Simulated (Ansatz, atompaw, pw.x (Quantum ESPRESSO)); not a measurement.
## molybdenum: one change to the PAW (atompaw) potential, in the atom and in the bcc crystal

atompaw 4.2.0.5 input, output lines left out:

```
Mo 42
GGA-PBESOL scalarrelativistic loggrid 1500 logderivrange -2 5 176
5 5 4 0 0 0
5 0 1
5 1 0
4 2 5
0 0 0
c
c
c
c
v
c
c
c
v
c
v
2
3.00 2.80 2.70 2.75
y
1.5
n
y
1.1
n
y
0.15
n
custom polynom vanderbiltortho gaussian
bessel
3.00
3.00
3.00
3.00
3.00
3.00
```

Change: wave 5s channel at 1.5 Ry: rc 3.00 bohr becomes 5s channel at -0.18 Ry: rc 3.00 bohr.

Cutoffs, loose and tight: the cutoffs (Ry, on a coarse ladder) from which the occupation-weighted sum of valence levels, in a spherical-Bessel basis at the reference potential, stays within 10 and 1 mRy of its value at 400 Ry. They see the waves, projectors and local potential, not the compensation charge or the core.

Crystal test: bcc Mo in pw.x 7.5, no spin, 15³ k-points, Fermi–Dirac smearing 0.01 Ry, cutoffs set for each file from its atomic test. The reference is all-electron LAPW (Ansatz 0.2.0) with the same functional, mesh and smearing; V0 and B0 come from Birch–Murnaghan fits to the pressures at five volumes. Errors are pseudo minus all-electron; Δ is the rms difference of the E(V) curves that follow from these fits, minima aligned, over ±6 % about the mean V0. Mesh and smearing are coarse, so the numbers serve the comparison and aren't converged zero-temperature values; the lattice is a test structure that the element need not adopt.

All-electron: a0 = 3.131 Å (V0 = 15.34 Å³/atom), B0 = 279.7 GPa.

Question: Does the change bring the crystal closer to the all-electron result?

Answer: The mean pressure error goes from +8.47 to +12.71 GPa, so the change moves the solid further from the all-electron pressures. The B0 error goes the other way, from +4.0 to +2.4 %.

| quantity | base | changed |
| --- | --- | --- |
| outcome (atom) | generated | generated |
| cutoff, loose (atom) | 10 Ry | 10 Ry |
| cutoff, tight (atom) | 18 Ry | 18 Ry |
| bound ghosts (atom) | none | none |
| cutoffs in pw.x (Ry) | 40/400 | 40/400 |
| a0 (Å) | 3.158 | 3.173 |
| a0 error (%) | +0.89 | +1.35 |
| B0 error (%) | +4.0 | +2.4 |
| Δ (meV/atom) | 26.3 | 39.2 |
| mean pressure error (GPa) | +8.47 | +12.71 |

Base: The largest radius (3.00 bohr) exceeds half the bond length (2.56 bohr), so the spheres overlap, which is one possible source of error among others. This is a poor potential for the solid. Changed file: The largest radius (3.00 bohr) exceeds half the bond length (2.56 bohr), so the spheres overlap, which is one possible source of error among others. This is a poor potential for the solid. The logarithmic derivative shows an extra or strongly shifted pseudo pole above the reference energy (s near 0.26 Ry). The atomic cutoffs weigh occupied waves only.
